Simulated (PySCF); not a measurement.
PySCF input (BP86/def2-TZVPD):

```python
from pyscf import gto, scf, dft

mol = gto.M(
    atom='''
    C     0.00475777    1.17087239   -0.20055261
    O     0.00676578    0.00281714    0.58815258
    C    -0.00924088   -1.17273907   -0.18916610
    H     0.01767393    2.02306383    0.47733101
    H     0.88820494    1.21755678   -0.85148048
    H    -0.89276548    1.22829401   -0.83104462
    H    -0.00646616   -2.01839712    0.49696657
    H    -0.90742261   -1.22555867   -0.81912250
    H     0.87354780   -1.23629589   -0.83955836
    ''',
    basis='def2-tzvpd',
    charge=0,
    spin=0,
    verbose=4,
)

mf = dft.RKS(mol, xc='bp86').density_fit(auxbasis='def2-universal-jkfit')
mf.grids.level = 3
mf.conv_tol = 1e-9
mf.max_cycle = 100
mf.max_memory = 1500
mf.kernel()
if not mf.converged:
    mf = mf.newton()
    mf.kernel(mf.make_rdm1())
mf.analyze()
```

End of the output:

```
Extra cycle  E= -155.086938448496  delta_E= -8.53e-14  |g|= 1.54e-06  |ddm|= 6.9e-06
converged SCF energy = -155.086938448496
**** SCF Summaries ****
Total Energy =                        -155.086938448496227
Nuclear Repulsion Energy =              83.932958332308090
One-electron Energy =                 -375.843589839875449
Two-electron Energy =                  136.823693059071132
Two-electron Coulomb Energy =          158.509611042635186
DFT Exchange-Correlation Energy =      -21.685917983564046
HOMO-LUMO gap [eV] =                     5.932690060389018
**** MO energy ****
MO #1   energy= -18.7761215307836  occ= 2
MO #2   energy= -9.93522912967949  occ= 2
MO #3   energy= -9.93522314252111  occ= 2
MO #4   energy= -0.953601489618553 occ= 2
MO #5   energy= -0.660539198291726 occ= 2
MO #6   energy= -0.579150844757748 occ= 2
MO #7   energy= -0.437022504146616 occ= 2
MO #8   energy= -0.427144171782143 occ= 2
MO #9   energy= -0.424149085301175 occ= 2
MO #10  energy= -0.355156247310631 occ= 2
MO #11  energy= -0.338852289697244 occ= 2
MO #12  energy= -0.282265892334795 occ= 2
MO #13  energy= -0.219466443648731 occ= 2
MO #14  energy= -0.00144410344053369 occ= 0
MO #15  energy= 0.025187623769982  occ= 0
MO #16  energy= 0.033716215670533  occ= 0
MO #17  energy= 0.0507562065517417 occ= 0
MO #18  energy= 0.0522810947334744 occ= 0
MO #19  energy= 0.0783132625439282 occ= 0
MO #20  energy= 0.0906416556978077 occ= 0
MO #21  energy= 0.0927752350036509 occ= 0
MO #22  energy= 0.102016371435089  occ= 0
MO #23  energy= 0.119405471667483  occ= 0
MO #24  energy= 0.127095983796609  occ= 0
MO #25  energy= 0.139828952754235  occ= 0
MO #26  energy= 0.163422611268096  occ= 0
MO #27  energy= 0.16695669443213   occ= 0
MO #28  energy= 0.185348239427463  occ= 0
MO #29  energy= 0.197442502070114  occ= 0
MO #30  energy= 0.212724392495957  occ= 0
MO #31  energy= 0.213346478768133  occ= 0
MO #32  energy= 0.221810245894742  occ= 0
MO #33  energy= 0.24417006841726   occ= 0
MO #34  energy= 0.249278055970908  occ= 0
MO #35  energy= 0.253256321713115  occ= 0
MO #36  energy= 0.254567338886973  occ= 0
MO #37  energy= 0.268914151755915  occ= 0
MO #38  energy= 0.271129138432767  occ= 0
MO #39  energy= 0.28513240020111   occ= 0
MO #40  energy= 0.288348712077619  occ= 0
MO #41  energy= 0.296654012814352  occ= 0
MO #42  energy= 0.312495235943504  occ= 0
MO #43  energy= 0.317365210428176  occ= 0
MO #44  energy= 0.327346025450169  occ= 0
MO #45  energy= 0.333630798151025  occ= 0
MO #46  energy= 0.34453219826903   occ= 0
MO #47  energy= 0.346245090541238  occ= 0
MO #48  energy= 0.372088260599579  occ= 0
MO #49  energy= 0.393628285847017  occ= 0
MO #50  energy= 0.407075158061895  occ= 0
MO #51  energy= 0.407646593867737  occ= 0
MO #52  energy= 0.411478107148655  occ= 0
MO #53  energy= 0.444124133562997  occ= 0
MO #54  energy= 0.455682538820586  occ= 0
MO #55  energy= 0.459451631406743  occ= 0
MO #56  energy= 0.468650301907853  occ= 0
MO #57  energy= 0.476703800750046  occ= 0
MO #58  energy= 0.484850303800091  occ= 0
MO #59  energy= 0.52748825775533   occ= 0
MO #60  energy= 0.548749634484499  occ= 0
MO #61  energy= 0.559393529689633  occ= 0
MO #62  energy= 0.587830470978613  occ= 0
MO #63  energy= 0.607848346465358  occ= 0
MO #64  energy= 0.626650471764284  occ= 0
MO #65  energy= 0.646316176133512  occ= 0
MO #66  energy= 0.651006170143734  occ= 0
MO #67  energy= 0.655552843166332  occ= 0
MO #68  energy= 0.667245852761134  occ= 0
MO #69  energy= 0.683776389800332  occ= 0
MO #70  energy= 0.701669560612608  occ= 0
MO #71  energy= 0.75121079061412   occ= 0
MO #72  energy= 0.753874358975192  occ= 0
MO #73  energy= 0.763002649774382  occ= 0
MO #74  energy= 0.83738246648865   occ= 0
MO #75  energy= 0.852685626705036  occ= 0
MO #76  energy= 0.854391910128322  occ= 0
MO #77  energy= 0.937697183827048  occ= 0
MO #78  energy= 0.950287970644259  occ= 0
MO #79  energy= 0.96644829090382   occ= 0
MO #80  energy= 1.00395203379634   occ= 0
MO #81  energy= 1.01769691974965   occ= 0
MO #82  energy= 1.07718259482606   occ= 0
MO #83  energy= 1.08814869264123   occ= 0
MO #84  energy= 1.11379664250108   occ= 0
MO #85  energy= 1.14324586325936   occ= 0
MO #86  energy= 1.16640468005915   occ= 0
MO #87  energy= 1.20397109341197   occ= 0
MO #88  energy= 1.28585738831721   occ= 0
MO #89  energy= 1.5392070515734    occ= 0
MO #90  energy= 1.55407223835219   occ= 0
MO #91  energy= 1.55746134680327   occ= 0
MO #92  energy= 1.60498945510159   occ= 0
MO #93  energy= 1.65264187808691   occ= 0
MO #94  energy= 1.67842756897705   occ= 0
MO #95  energy= 1.70635457024014   occ= 0
MO #96  energy= 1.7319351121592    occ= 0
MO #97  energy= 1.73246803762533   occ= 0
MO #98  energy= 1.76699850380165   occ= 0
MO #99  energy= 1.77546773561179   occ= 0
MO #100 energy= 1.87229929683686   occ= 0
MO #101 energy= 1.9096370122403    occ= 0
MO #102 energy= 1.97990155766192   occ= 0
MO #103 energy= 1.99152515142313   occ= 0
MO #104 energy= 2.03370989352173   occ= 0
MO #105 energy= 2.05967910473499   occ= 0
MO #106 energy= 2.13665920637598   occ= 0
MO #107 energy= 2.14356812166627   occ= 0
[...]
```
